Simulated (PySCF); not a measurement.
**Static response to an electric field**

Methylsulfanylsilane, CH6SSi.
Geometry (PBE0-D3(BJ)/def2-SVP, Å), atoms numbered from 1 in this order:
```
atom  x, y, z in Å
C1     1.329    0.369    0.232
S2     0.242    0.598   -1.213
Si3   -1.510   -0.394   -0.491
H4     1.515   -0.696    0.432
H5     2.284    0.853   -0.011
H6     0.911    0.848    1.130
H7    -1.235   -1.833   -0.187
H8    -2.526   -0.286   -1.576
H9    -2.023    0.250    0.758
```

Level: PBE0/def2-SVPD (PySCF), static field, nuclei fixed, core orbitals frozen in the response. The polarisability tensor in these axes (au):

```
x   73.25  6.16  2.37
y    6.16 57.50 -1.65
z    2.37 -1.65 60.12
```

Problem. Give the principal values, the mean and the anisotropy Δα = √{½[(α1 − α2)² + (α2 − α3)² + (α1 − α3)²]}.

Solution. Principal values 54.40, 60.91 and 75.56 au; mean 63.62 au = 9.43 Å³ = 10.49 × 10⁻⁴⁰ C²·m²/J; Δα = 18.77 au (30 % of the mean).

Problem. What is the dipole moment, and where does it point?

Solution. (0.45, -0.43, 1.35) D, 1.49 D in size, pointing from the negative to the positive side. Measured along this direction, the outermost atoms are H8 at the negative end and H6 and H4 at the positive end.

Problem. In TDDFT the mean static polarisability is Σ f/ω² over all singlet excitations (ω in hartree). How much of it do the 10 lowest give? Their energies (eV) and oscillator strengths: 5.51, 0.0072; 5.97, 0.0092; 6.47, 0.0007; 6.84, 0.0000; 7.06, 0.0057; 7.35, 0.0219; 7.57, 0.0843; 7.69, 0.1162; 7.75, 0.0061; 7.86, 0.0452.

Solution. They add up to 3.93 au, 6.2 % of the 63.62 au; the largest single term is 1.45 au, from the state at 7.69 eV. Terms in order: 0.18, 0.19, 0.01, 0.00, 0.09, 0.30, 1.09, 1.45, 0.07, 0.54 au. Higher excitations give the rest. The strengths listed sum to 0.297.

Problem. What would n − 1 = 2πNα be for an ideal gas of these molecules at 500 K and 1 atm, electronic part alone?

Solution. N = p/kT = 1.4678 × 10¹⁹ cm⁻³, so n − 1 = 2π × N × 9.43 × 10⁻²⁴ cm³ = 869 × 10⁻⁶ at long wavelengths, for an ideal gas.

Problem. Along which axes do the principal values lie, and how far do the nuclei extend along each?

Solution. Largest value along (0.94, 0.31, 0.11), where the nuclei span 5.07 Å; middle along (0.02, -0.40, 0.92), 2.11 Å; least along (-0.33, 0.86, 0.38), 2.42 Å. The strongest response lies along the longest span, while the other two are in reverse order.

Isolated species at its PBE0-D3(BJ)/def2-SVP geometry, gas phase.
